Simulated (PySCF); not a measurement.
Compound: C4H7 (doublet state).
Atom-mapped SMILES: `[CH:1]=[C:2]([CH3:3])[CH3:4]` (hydrogens: H5 on C1; H6, H7, H8 on C3; H9, H10, H11 on C4)

Theory: PySCF, UKS B3LYP, pcH-1 on C H, non-relativistic, mean-field spin-orbit, GIAO. Geometry: GFN2-xTB; no solvent, vibrations or thermal averaging. Couplings are sensitive to structure, and on GFN2-xTB geometries they can be far from those on DFT ones. Stability of the SCF solution: not tested.

Q: The isotropic 13C couplings are +306.2, +77.9, +54.8, -10.4 MHz. Assign them to C1; C2; C3; C4.

A: 
```tsv
site	a_iso (MHz)	ρ(0) (bohr⁻³)	position	distance from C1 (Å)	spin population	largest |T| (MHz)
C1	+306.2	+0.2724	largest spin population	0.00	+1.05	141.9
C2	-10.4	-0.0092	1 bond from C1	1.29	-0.16	19.7
C3	+54.8	+0.0487	2 bonds from C1	2.46	+0.04	8.9
C4	+77.9	+0.0693	2 bonds from C1	2.48	+0.07	14.5
```

Q: Match the computed a_iso(1H) values +40.1, -5.5, -2.7 MHz (means over equivalent nuclei) with the sites H5; H6/H7/H8; H9/H10/H11.

A: 
```csv
site,a_iso (MHz),ρ(0) (bohr⁻³),position,distance from C1 (Å),bound to,spin population there,largest |T| (MHz)
H5,+40.1,+0.0090,1 bond from C1,1.06,C1,+1.05,39.6
H6/H7/H8,-5.5,-0.0012,3 bonds from C1,2.98,C3,+0.04,6.3
H9/H10/H11,-2.7,-0.0006,3 bonds from C1,2.99,C4,+0.07,6.2
```

ρ(0) is the spin density at the nucleus and T the dipolar tensor; entries for several nuclei are means. Largest spin populations (Mulliken): C1 (+1.05), C2 (-0.16) and C4 (+0.07). C1 is the only atom above +0.15. The positive populations add up to 1.17 and the negative ones to -0.17, together 2S = 1.

Class means assume fast exchange of nuclei equivalent by connectivity; if that motion is slow, each nucleus keeps its own coupling.
